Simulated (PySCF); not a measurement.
Isomers of C4H6ClN, one GFN2-xTB conformer each. Single-point energies are computed at PBE0/pcSseg-1 (PySCF, gas phase, no added dispersion term), electronic only.

Question: Rank them by PBE0/pcSseg-1 energy, lowest first (kcal/mol).
A. `[NH2:1][C@@H:2]1[CH:3]=[C:4]([Cl:5])[CH2:6]1` with H–N1–C2–C3 48° and 169°
B. `[H]/[N:4]=[CH:3]\[C:2]([CH3:1])=[CH:5]\[Cl:6]` with C1–C2–C3–N4 0°
C. `[CH2:1]=[C:2]([Cl:3])/[N:4]=[CH:5]\[CH3:6]` with C1–C2–N4–C5 -149°

Answer: B (0.0), C (6.9), A (11.9).

As drawn, the lowest has a C=N bond, which the highest lacks; the highest has a four-membered ring, which the lowest lacks. GFN2-xTB itself gives, in the same order: 7.2, 0.0, 10.7. GFN2-xTB puts C=C(Cl)/N=C\C lowest instead; measured from each level's own lowest isomer, the values differ by up to 7.2 kcal/mol ([H]/N=C\C(C)=C\Cl: 7.2 against 0.0).

Which frontier levels, dipoles and rotational constants go with these structures?

| SMILES | HOMO (eV, PBE0/pcSseg-1) | LUMO (eV) | dipole (D) | A, B, C (MHz) |
| --- | --- | --- | --- | --- |
| [H]/N=C\C(C)=C\Cl | -7.46 | -1.43 | 1.39 | 8472, 1416, 1222 |
| C=C(Cl)/N=C\C | -6.76 | -1.42 | 1.91 | 4156, 2469, 1655 |
| N[C@@H]1C=C(Cl)C1 | -6.92 | -0.02 | 1.71 | 9649, 1520, 1418 |
